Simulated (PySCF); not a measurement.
# Solvent effects on NMR parameters

Numbering as in the mapped SMILES `[CH2:1]=[C:2]=[CH:3][CH2:4][Cl:5]`. Hydrogens are named by the atom that carries them.

GIAO PBE0/pcSseg-1 in PySCF 2.14.0 with density-fitted response routines on one PBE0-D3(BJ)/def2-SVP conformer, non-relativistic, equivalent nuclei averaged. Solvents enter as an IEF-PCM continuum (chloroform with ε = 4.7) around the gas-phase geometry. Shifts are referred to TMS computed in the same medium.

Gas phase, δ in ppm: C2 223.6, C3 95.4, C1 81.4, C4 49.2, H(C3) 5.43, H(C1) 5.12, H(C4) 3.96. Dipole moment 2.22 D.

Question: How does each δ change in the continuum?

Answer: 
```json
{"atoms": "C2", "environment": "central carbon of an allene", "Δδ, chloroform": "+0.5"}
{"atoms": "C3", "environment": "terminal carbon of a cumulated C=C=C unit", "Δδ, chloroform": "0.0"}
{"atoms": "C1", "environment": "terminal carbon of a cumulated C=C=C unit", "Δδ, chloroform": "+1.1"}
{"atoms": "C4", "environment": "allylic sp3 CH2 bonded to Cl", "Δδ, chloroform": "+1.6"}
{"atoms": "H(C3)", "environment": "hydrogen on a terminal carbon of a cumulated C=C=C unit", "Δδ, chloroform": "+0.13"}
{"atoms": "H(C1)", "environment": "hydrogen on a terminal carbon of a cumulated C=C=C unit", "Δδ, chloroform": "+0.18"}
{"atoms": "H(C4)", "environment": "hydrogen on an allylic sp3 CH2 bonded to Cl", "Δδ, chloroform": "+0.19"}
```

Changes are relative to the gas phase. The dipole moment becomes 2.66 D in chloroform.

Question: Which nuclei move most (in ppm), and what does the model miss?

Answer: C4 (allylic sp3 CH2 bonded to Cl, +1.6 ppm) in chloroform. A continuum only polarises the solute; specific hydrogen bonds, the anisotropy of aromatic solvents and changes of geometry or conformer are outside it.
